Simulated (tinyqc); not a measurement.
Worked calculation: MP2 on RHF in the sto-3g basis, frozen core, for BH3, spin multiplicity 1. One step of it, computed by the program tinyqc.

Question. Iteration 1: diagonalisation and new density. Diagonalise F' = X^T F X, C = X C', fill 4 alpha and 4 beta electrons from the bottom; D = 2 C_occ C_occ^T. Each column has its largest component positive (the first on a tie).

Fock matrix F (hartree), order 1B 1s, 1B 2s, 1B 2px, 1B 2py, 1B 2pz, 2H 1s, 3H 1s, 4H 1s:
$$\begin{pmatrix}
-7.309057 & -2.179432 & -0.000029 & 0.000000 & 0.000816 & -0.620439 & -0.619789 & -0.619789 \\
-2.179432 & -1.295188 & -0.000174 & 0.000000 & 0.006504 & -0.687179 & -0.686747 & -0.686747 \\
-0.000029 & -0.000174 & -0.036146 & 0.000000 & 0.000004 & -0.288235 & 0.143966 & 0.143966 \\
0.000000 & 0.000000 & 0.000000 & -0.036134 & 0.000000 & 0.000000 & -0.249579 & 0.249579 \\
0.000816 & 0.006504 & 0.000004 & 0.000000 & 0.179215 & 0.006276 & 0.006271 & 0.006271 \\
-0.620439 & -0.687179 & -0.288235 & 0.000000 & 0.006276 & -0.419329 & -0.259564 & -0.259564 \\
-0.619789 & -0.686747 & 0.143966 & -0.249579 & 0.006271 & -0.259564 & -0.418925 & -0.259300 \\
-0.619789 & -0.686747 & 0.143966 & 0.249579 & 0.006271 & -0.259564 & -0.259300 & -0.418925
\end{pmatrix}$$

X, order 1B 1s, 1B 2s, 1B 2px, 1B 2py, 1B 2pz, 2H 1s, 3H 1s, 4H 1s:
$$\begin{pmatrix}
1.033637 & -0.184324 & -0.000014 & 0.000000 & 0.000737 & 0.028031 & 0.028029 & 0.028029 \\
-0.184324 & 1.500898 & 0.000282 & 0.000000 & -0.008107 & -0.381133 & -0.380733 & -0.380733 \\
-0.000014 & 0.000282 & 1.236071 & 0.000000 & -0.000005 & -0.392090 & 0.195809 & 0.195809 \\
0.000000 & 0.000000 & 0.000000 & 1.236047 & 0.000000 & 0.000000 & -0.339372 & 0.339372 \\
0.000737 & -0.008107 & -0.000005 & 0.000000 & 1.000139 & 0.006569 & 0.006561 & 0.006561 \\
0.028031 & -0.381133 & -0.392090 & 0.000000 & 0.006569 & 1.311871 & -0.019684 & -0.019684 \\
0.028029 & -0.380733 & 0.195809 & -0.339372 & 0.006561 & -0.019684 & 1.311462 & -0.019730 \\
0.028029 & -0.380733 & 0.195809 & 0.339372 & 0.006561 & -0.019684 & -0.019730 & 1.311462
\end{pmatrix}$$

Give: F' = X^T F X; orbital energies; coefficients C; D after iteration 1.

Answer.

F' = X^T F X (hartree):
$$\begin{pmatrix}
-7.111 & -1.164 & 0.000 & 0.000 & 0.001 & -0.101 & -0.100 & -0.100 \\
-1.164 & -0.274 & 0.000 & 0.000 & -0.005 & -0.458 & -0.457 & -0.457 \\
0.000 & 0.000 & 0.327 & 0.000 & 0.000 & -0.440 & 0.220 & 0.220 \\
0.000 & 0.000 & 0.000 & 0.327 & 0.000 & 0.000 & -0.381 & 0.381 \\
0.001 & -0.005 & 0.000 & 0.000 & 0.179 & 0.007 & 0.007 & 0.007 \\
-0.101 & -0.458 & -0.440 & 0.000 & 0.007 & 0.075 & -0.085 & -0.085 \\
-0.100 & -0.457 & 0.220 & -0.381 & 0.007 & -0.085 & 0.075 & -0.085 \\
-0.100 & -0.457 & 0.220 & 0.381 & 0.007 & -0.085 & -0.085 & 0.075
\end{pmatrix}$$

orbital energies (hartree): MO1 -7.317, MO2 -0.834, MO3 -0.302, MO4 -0.302, MO5 0.179, MO6 0.671, MO7 0.788, MO8 0.788

coefficients C, order 1B 1s, 1B 2s, 1B 2px, 1B 2py, 1B 2pz, 2H 1s, 3H 1s, 4H 1s:
$$\begin{pmatrix}
0.989 & -0.246 & 0.000 & 0.000 & -0.007 & -0.256 & 0.000 & -0.001 \\
0.042 & 0.599 & 0.000 & 0.000 & 0.033 & 1.536 & 0.000 & 0.005 \\
0.000 & 0.000 & 0.000 & 0.440 & 0.000 & -0.004 & 0.000 & 1.251 \\
0.000 & 0.000 & 0.440 & 0.000 & 0.000 & 0.000 & 1.251 & 0.000 \\
0.000 & -0.003 & 0.000 & 0.000 & 0.999 & -0.039 & 0.000 & 0.000 \\
-0.005 & 0.252 & 0.000 & 0.570 & -0.012 & -0.786 & 0.000 & -1.008 \\
-0.005 & 0.251 & 0.494 & -0.285 & -0.012 & -0.790 & -0.870 & 0.500 \\
-0.005 & 0.251 & -0.494 & -0.285 & -0.012 & -0.790 & 0.870 & 0.500
\end{pmatrix}$$

D after iteration 1, order 1B 1s, 1B 2s, 1B 2px, 1B 2py, 1B 2pz, 2H 1s, 3H 1s, 4H 1s:
$$\begin{pmatrix}
2.078 & -0.212 & 0.000 & 0.000 & 0.001 & -0.134 & -0.134 & -0.134 \\
-0.212 & 0.722 & 0.000 & 0.000 & -0.003 & 0.301 & 0.301 & 0.301 \\
0.000 & 0.000 & 0.387 & 0.000 & 0.000 & 0.502 & -0.251 & -0.251 \\
0.000 & 0.000 & 0.000 & 0.387 & 0.000 & 0.000 & 0.435 & -0.435 \\
0.001 & -0.003 & 0.000 & 0.000 & 0.000 & -0.001 & -0.001 & -0.001 \\
-0.134 & 0.301 & 0.502 & 0.000 & -0.001 & 0.777 & -0.199 & -0.199 \\
-0.134 & 0.301 & -0.251 & 0.435 & -0.001 & -0.199 & 0.777 & -0.199 \\
-0.134 & 0.301 & -0.251 & -0.435 & -0.001 & -0.199 & -0.199 & 0.777
\end{pmatrix}$$
